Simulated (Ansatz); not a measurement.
**Energy profile**

The step: CH₅N ([CH3][NH2]) + SiH₃ → CH₄N ([CH2][NH2]) + SiH₄; bonds formed: H1–Si4; bonds broken: H1–C2 (atoms numbered as in the saddle structure below).

```
atom    x (Å)    y (Å)    z (Å)
  H1  -0.0844  -0.4321  -0.1268
  C2   0.6021   0.4573  -1.1404
  N3   0.8079   1.7386  -0.6266
 Si4  -0.8516  -1.3177   1.0762
  H5  -0.1079   0.4155  -1.9628
  H6   1.5163  -0.1037  -1.3178
  H7  -0.0382   2.2507  -0.4253
  H8   1.4415   1.7796   0.1579
  H9  -1.9128  -2.1867   0.4921
 H10   0.1196  -2.1888   1.7986
 H11  -1.4924  -0.4126   2.0749
```

Electronic energies by CCSD(T) at an estimated basis limit (MP2 extrapolated from triple and quadruple zeta, plus CCSD(T) − MP2 in triple zeta), on PBE0-D4/def2-TZVP structures; CH8NSi, doublet; no counterpoise correction; spin–orbit coupling, which lowers free halogen atoms and radicals such as OH and SH, is left out. Program: Ansatz 0.2.0. Basis: def2-TZVPP and def2-QZVPP. Cores are frozen in the correlated methods; orbitals are unrestricted. Extrapolation: Hartree–Fock as exp(−7.88 √X), correlation as X^−2.97.

**Question.** Give the profile in kcal/mol, counted from the separated reactants. (To be estimated.)

**Answer.** The calculation gives:
```tsv
point	kcal/mol
separated: CH5N (linked as [CH3][NH2]; H1, C2, N3, H5, H6, H7, H8; singlet) + SiH3 (Si4, H9, H10, H11; doublet)	0.00
start structure	-1.01
saddle	15.69
end structure	1.63
separated: SiH4 (H1, Si4, H9, H10, H11; singlet) + CH4N (linked as [CH2][NH2]; C2, N3, H5, H6, H7, H8; doublet)	3.51
```

T1 diagnostic: at most 0.017. ⟨S²⟩ of the unrestricted Hartree–Fock references: 0.75 to 0.78 (a pure state has 0.75).

Radical steps of this kind take place in plasma deposition and etching.

For scale, one of the runs: CCSD(T)/def2-TZVPP, 216 basis functions, launched by `ansatz run in.yaml --threads 4 --pin off --events-out ev --progress --plain --max-ram 9574MiB`. Time: 2.8 min of wall clock on 4 CPU threads of an Arm Neoverse V1; the host was shared. Peak host memory: 8.2 GiB.
